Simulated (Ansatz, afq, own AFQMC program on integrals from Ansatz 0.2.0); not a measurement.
# H2Br, doublet in cc-pVTZ, levels against CCSDT(Q)

```xyz
3

Br    0.0000    0.0000   -1.3130
H     0.0000    0.0000    0.1860
H     0.0000    0.0000    1.1270
```

Basis cc-pVTZ. Only valence electrons are correlated. Ansatz 0.2.0 and our own AFQMC program on the same integrals; the CISD trial comes from CCSD amplitudes, and released means the phaseless constraint is let go. Uncertainties: one standard error, sampling alone. No spin–orbit coupling.

Determinant: UHF, the one that the program's search chose, which needn't be the lowest solution. The geometry is a point of a scan.

No full CI on the walks' own integrals is used here; CCSDT(Q) serves as the reference and is uncertain by about the last step of the cluster series.

Cautions: no relativity below Rb; no spin-orbit coupling; inner d shell frozen; the released energies move by 1.5 errors or more from one time to the next, so no released level is given (meV from the phaseless value at times in 1/Eh: -2.5 ± 2.1 at 0.24, -2.4 ± 2.0 at 0.51, -3.3 ± 1.9 at 0.99, -9.0 ± 1.8 at 1.62, 1.0 ± 2.4 at 2.40).

The T1 diagnostic is 0.0136, the weight of the determinant in the CISD state is 0.910 and the ⟨S²⟩ of the determinant is 0.786. The size of the correlated space is 9 electrons in 57 orbitals.

Reference: CCSDT(Q), correlation energy -5.820 eV.

```tsv
level	E − E(reference) (kJ/mol)	share of correlation (%)
HF	561.6	0.00
MP2	82.8	85.26
CCSD	20.7	96.32
CCSD(T)	2.3	99.58
CCSDT	0.7	99.88
ph-AFQMC/CISD	0.4 ± 0.3	99.93
```

A walk keeps the symmetry of its determinant, which the program's search chose and which needn't be the lowest solution, so a lower state of the same spin and another symmetry isn't excluded.
